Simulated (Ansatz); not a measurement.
Reaction: C4H4 (SMILES C#CC=C) → C2H (SMILES [C]#C, doublet) + C2H3 (SMILES C=[CH], doublet) (the C-C bond breaks)
Each species at its own B3LYP-D3(BJ)/def2-TZVP minimum (Ansatz, a first-principles code).

Property: bond dissociation energy (electronic), in kcal/mol. Open shells are spin-unrestricted; no spin-orbit coupling. CBS(X,Y): correlation extrapolated as X^-3, Hartree-Fock from the larger set. A bracket is a step between two methods taken in the basis named. Functionals run without relativity, which enters their misses. Double hybrids freeze cores in their MP2 part. 'core' is core correlation in cc-pwCVTZ, 'X2C' scalar relativity in cc-pVTZ-DK, both at CCSD(T). The restricted determinant of C4H4 (C#CC=C, singlet) is unstable towards broken spin symmetry in at least one set run. The UHF reference of C2H ([C]#C, doublet) is spin-contaminated (<S^2> up to 0.36 over the pure value in the sets run). The UHF reference of C2H3 ([CH]=C, doublet) is spin-contaminated (<S^2> up to 0.19 over the pure value in the sets run).

CCSD(T)/CBS(cc-pVTZ,cc-pVQZ) + [CCSDT(Q) - CCSD(T)]/cc-pVDZ + core + X2C (Ansatz) gives 142.5 kcal/mol.

Task: How far off this value is PBE/def2-TZVPD (Ansatz), in which direction, and how far these levels: B3LYP/def2-TZVPD, PBE0/def2-TZVPD, wB97M-V/def2-TZVPD, B2PLYP/def2-TZVPD, CCSD(T)/CBS(cc-pVTZ,cc-pVQZ) + core + X2C?

Result: PBE gives 144.2 kcal/mol, 1.7 kcal/mol above it. Differences of the others: B3LYP/def2-TZVPD (Ansatz) -1.9; PBE0/def2-TZVPD (Ansatz) 0.6; wB97M-V/def2-TZVPD (Ansatz) 3.1; B2PLYP/def2-TZVPD (Ansatz) 0.7; CCSD(T)/CBS(cc-pVTZ,cc-pVQZ) + core + X2C (Ansatz) 1.1 kcal/mol.
